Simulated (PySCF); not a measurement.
# How the method moves the proton affinities of methylamidogen anion

Structure: `C[NH-]` ([CH4N]-). Coordinates in Å; atoms count from 1 in this order:
```
C    -0.3104    0.0319   -0.0463
N     0.9826   -0.2984   -0.5221
H    -0.7432   -0.5839    0.8141
H    -1.0660   -0.0977   -0.8559
H    -0.4944    1.1022    0.3104
H     1.6402   -0.1549    0.2538
```

All levels share the PBE0-D3(BJ)/ma-def2-SVP structures and the PBE0-D3(BJ)/ma-def2-SVP thermal terms; only the single-point energies (PySCF) change. Values are proton affinities (298 K, kJ/mol).

```csv
level,N2,abs. error,time
LDA/ma-def2-TZVP,1638,47.8,3.3 s
BLYP-D3(BJ)/ma-def2-TZVP,1660,26.1,3.7 s
PBE-D3(BJ)/ma-def2-TZVP,1663,22.7,3.7 s
BP86-D3(BJ)/ma-def2-TZVP,1664,22.0,3.6 s
ωB97M-D3(BJ)/ma-def2-TZVP (grid 3),1677,8.3,5.2 s
PBE0-D3(BJ)/aug-pcseg-1,1678,7.3,1.6 s
M06/ma-def2-TZVP (grid 3),1679,6.9,4.8 s
r2SCAN-D3(BJ)/ma-def2-TZVP (grid 3),1680,6.2,6.4 s
TPSS-D3(BJ)/ma-def2-TZVP (grid 3),1680,6.1,7.1 s
B3LYP-D3(BJ)/ma-def2-TZVP,1680,5.5,1.8 s
CAM-B3LYP-D3(BJ)/ma-def2-TZVP,1681,4.6,2.1 s
PBE0-D3(BJ)/aug-cc-pVDZ,1681,4.5,1.5 s
M06-2X/ma-def2-TZVP (grid 3),1683,2.9,5 s
HSE06/ma-def2-TZVP,1686,0.1,4.3 s
PBE0-D3(BJ)/aug-cc-pVTZ,1687,0.9,4.9 s
PBE0-D3(BJ)/jun-cc-pV(T+d)Z,1687,1.6,2.9 s
TPSSh-D3(BJ)/ma-def2-TZVP (grid 3),1688,1.9,5.1 s
PBE0-D3(BJ)/ma-def2-TZVP,1688,2.3,–
PBE0-D3(BJ)/6-31+G*,1689,2.9,0.86 s
M06-L/ma-def2-TZVP (grid 3),1689,3.0,7.2 s
"PBE0-D3(BJ)/6-311++G(2d,2p)",1690,4.6,1.8 s
OPBE/ma-def2-TZVP,1690,4.6,3.6 s
PBE0-D3(BJ)/ma-def2-SVP,1691,5.4,1 s
PBE0-D3(BJ)/6-311+G**,1693,6.8,1.2 s
PBE0-D3(BJ)/def2-TZVPD,1693,6.9,2.2 s
B97-2/ma-def2-TZVP,1695,9.7,1.6 s
ωB97X-D3(BJ)/ma-def2-TZVP,1696,10.5,2 s
BHandHLYP/ma-def2-TZVP,1701,15.6,1.6 s
LC-ωPBE/ma-def2-TZVP,1703,17.1,4 s
PBE0-D3(BJ)/def2-SVPD,1704,18.0,1.3 s
PBE0-D3(BJ)/pcseg-2,1706,20.6,2.3 s
PBE0-D3(BJ)/def2-TZVP,1713,27.4,1.5 s
PBE0-D3(BJ)/def2-TZVPP,1714,28.6,2.3 s
HF/ma-def2-TZVP,1725,39.3,0.53 s
PBE0-D3(BJ)/cc-pVTZ,1730,43.8,2.2 s
PBE0-D3(BJ)/pcseg-1,1737,51.2,0.91 s
PBE0-D3(BJ)/def2-SV(P),1748,62.0,0.75 s
PBE0-D3(BJ)/def2-SVP,1761,75.7,0.89 s
PBE0-D3(BJ)/cc-pVDZ,1764,77.8,0.93 s
PBE0-D3(BJ)/6-31G*,1764,77.9,0.75 s
PBE0-D3(BJ)/6-31G,1769,83.3,0.65 s
ATcT 1.112,1686,,
```

Times are wall times for all single points of a level on 1 thread of Arm Neoverse V2, a shared host; the dash marks the run that also made the structures. BLYP, BP86, HSE06, LC-ωPBE, LDA, M06-L, OPBE, PBE, TPSS, r2SCAN ran on a slower path of this set-up, which computes the density-fitting integrals anew in every SCF cycle while the other levels store them. So the times needn't show the usual order of cost, and those levels read slower than they are.

Hartree-Fock leaves out electron correlation, so its proton affinities can be off by tens of kJ/mol.

The spread: 131 kJ/mol, from 1638 to 1769.
